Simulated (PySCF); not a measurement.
# Electric properties by functional and basis

Species: C2H3Cl.
SMILES with atom numbers: `[CH2:1]=[CH:2][Cl:3]` (hydrogens: H4, H5 on C1; H6 on C2)

PySCF, dipoles from the SCF density, polarisabilities from static response with core orbitals frozen. Geometry: PBE0-D3(BJ)/def2-SVP; no solvent, vibrations or thermal averaging.

Task: How do dipole and polarisability depend on functional and basis here?

Result: 

```
              level  μ (D)  error (%)  α (au)  error (%)  anisotropy (au)
      LDA/def2-SVPD  1.372       -5.4   41.82       -3.3            24.07
      PBE/def2-SVPD  1.368       -5.6   41.48       -4.1            24.04
    B3LYP/def2-SVPD  1.438       -0.8   40.80       -5.7            23.55
     PBE0/def2-SVPD  1.474       +1.7   40.30       -6.8            23.10
BHandHLYP/def2-SVPD  1.544       +6.5   39.80       -8.0            22.92
CAM-B3LYP/def2-SVPD  1.498       +3.3   40.29       -6.9            23.00
  wB97X-D/def2-SVPD  1.527       +5.3   40.22       -7.0            22.58
  LC-wPBE/def2-SVPD  1.565       +7.9   39.23       -9.3            22.12
       HF/def2-SVPD  1.681      +16.0   39.28       -9.2            22.74
        PBE0/6-31G*  1.547       +6.7   29.38      -32.1            29.11
      PBE0/def2-SVP  1.324       -8.7   29.93      -30.8            26.67
       PBE0/6-31+G*  1.519       +4.7   35.07      -18.9            24.99
   PBE0/aug-cc-pVDZ  1.444       -0.4   40.61       -6.1            23.44
     PBE0/def2-TZVP  1.385       -4.5   36.44      -15.8            25.56
    PBE0/def2-TZVPD  1.412       -2.6   41.44       -4.2            23.55
   PBE0/aug-cc-pVTZ  1.419       -2.1   41.42       -4.2            23.47
```

Reference dipole: 1.450 D (measured, gas; NIST CCCBDB Release 22 (SRD 101), experimental dipoles). Reference dipole: 1.450 D (measured, unstated (gas or solution; conformer average); Muller, Mokrushina, Arlt, J. Chem. Eng. Data 57 (2012) 1231, supporting information). Reference polarisability: 6.410 Å³ (measured, gas; NIST CCCBDB Release 22 (SRD 101), experimental polarizabilities). Errors are taken against the first value of each kind. The anisotropy is √(½[(α1 − α2)² + (α2 − α3)² + (α3 − α1)²]). For the dipole, the smallest error is 0.4% (PBE0/aug-cc-pVDZ) and the largest 16.0% (HF/def2-SVPD). For the polarisability, the smallest error is 3.3% (LDA/def2-SVPD) and the largest 32.1% (PBE0/6-31G*). The dipole runs from 1.32 D (PBE0/def2-SVP) to 1.68 D (HF/def2-SVPD). In one basis (def2-SVPD) the functionals order the polarisability from LC-wPBE (lowest) to LDA (highest), a spread of 7%. With PBE0 the polarisability is 31.92 au without diffuse functions (mean of 6-31G*, def2-SVP and def2-TZVP) and 39.77 au with them (mean of 6-31+G*, def2-SVPD, aug-cc-pVDZ, def2-TZVPD and aug-cc-pVTZ). Measured values can belong to vibrating molecules; the computed ones are for one fixed geometry.
